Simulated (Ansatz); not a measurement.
## hcp Os: properties by level of theory

Reference values: lattice constant a 2.734 Å (measured, 293 K, no zero-point or thermal correction, our sources range from 2.734 to 2.740; as tabulated in Wikipedia's data pages); lattice parameter c 4.320 Å (measured, 293 K, no zero-point or thermal correction; as tabulated in Wikipedia's data pages).

| level (code) | equilibrium lattice constant a (Å) | c axis length (Å) |
|---|---|---|
| revPBE (Ansatz) | 2.761 | 4.356 |
| PBE-D4 (Ansatz) | 2.737 | 4.322 |
| r²SCAN (Ansatz) | 2.738 | 4.317 |
| LC-ωPBE (Ansatz) | 2.702 | 4.256 |
| Hartree–Fock (Ansatz) | 2.722 | 4.270 |

Differences from the reference values (errors of the level alone only where the reference is corrected to a static lattice):

| level | lattice constant a (%) | lattice parameter c (%) |
|---|---|---|
| revPBE | +0.99 | +0.83 |
| PBE-D4 | +0.11 | +0.05 |
| r²SCAN | +0.15 | -0.07 |
| LC-ωPBE | -1.17 | -1.48 |
| Hartree–Fock | -0.44 | -1.16 |

Nearest: lattice constant a, not ranked (reference at room or unstated temperature); lattice parameter c, not ranked (reference at room or unstated temperature).

Ansatz's density-functional and Hartree–Fock values are scalar-relativistic unless marked +SOC, with PAW data made under PBE.

Differences are worked out from the printed values.

The computed numbers hold no vibrational or temperature effects.

Ansatz is a quantum-chemistry and plane-wave program.
